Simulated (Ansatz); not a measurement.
A nudged elastic band was laid between two geometries of CH$_{6}$NSi (9 atoms, charge 1, multiplicity 1).

All numbers below come from RKS PBE0-D4/6-31G* (Ansatz).

```yaml
movable_images: 5
climbing_image: yes
spring: 5.0 eV/Å²
optimiser: quadratic models (default)
start_path: through a guess of the saddle point
force_threshold: 0.05 eV/Å
iteration_limit: 60
end_points: relaxed
```

First end point:

```xyz
9
Properties=species:S:1:pos:R:3
C -0.787 0.679 -1.071
N 0.295 0.312 -0.496
Si 0.442 -0.685 1.083
H -1.746 0.406 -0.634
H -0.763 1.260 -1.992
H 1.162 0.600 -0.956
H -0.976 -0.900 1.430
H 1.190 0.214 1.981
H 1.183 -1.886 0.655
```

Last end point:

```xyz
9
Properties=species:S:1:pos:R:3
C -0.787 0.680 -1.070
N 0.295 0.310 -0.497
Si 0.442 -0.685 1.084
H -0.761 1.261 -1.991
H -1.747 0.411 -0.634
H 1.162 0.594 -0.960
H -0.975 -0.903 1.429
H 1.186 0.217 1.982
H 1.186 -1.884 0.657
```

What changes between the two ends?

No bond is made or broken. The dihedral H5–C1–N2–Si3 goes from -180 to 0°. The two ends are copies of one structure, up to a mirror image or an exchange of like atoms.

Give the energies along the band, and the barrier.

The forces met the threshold. The highest image is number 3 of 0 to 6, 2.74 eV above the ends, which have the same energy within 2 meV. Neighbouring images differ by up to 2.2 eV, so the band resolves the path poorly. A vibrational analysis at the climbing image gives one clearly imaginary mode, 1699i cm⁻¹: a first-order saddle point. Limits of this set-up: the dipole of an ion depends on the origin.

```tsv
image	path coordinate (Å)	energy (eV)	dihedral H5–C1–N2–Si3 (°)
0	0.00	0.00	-180
1	0.82	0.03	-176
2	1.65	0.59	-141
3	2.47	2.74	-126
4	3.90	0.54	-48
5	5.33	0.05	-1
6	6.76	0.00	0
```

What is the geometry of the highest image?


```xyz
9
Properties=species:S:1:pos:R:3
C -0.681 0.505 -1.174
N 0.458 0.530 -0.526
Si 0.440 -0.675 0.982
H -1.667 0.598 -0.689
H -0.681 0.300 -2.253
H 0.785 1.384 -0.060
H -0.860 -0.482 1.665
H 1.617 -0.162 1.704
H 0.589 -1.998 0.351
```

The band took 28 iterations and roughly 3 core-minutes.

Run time: 3.2 min on 1 thread of Intel(R) Xeon(R) Platinum 8559C (Emerald Rapids) (shared host), peak memory 0.15 GiB.
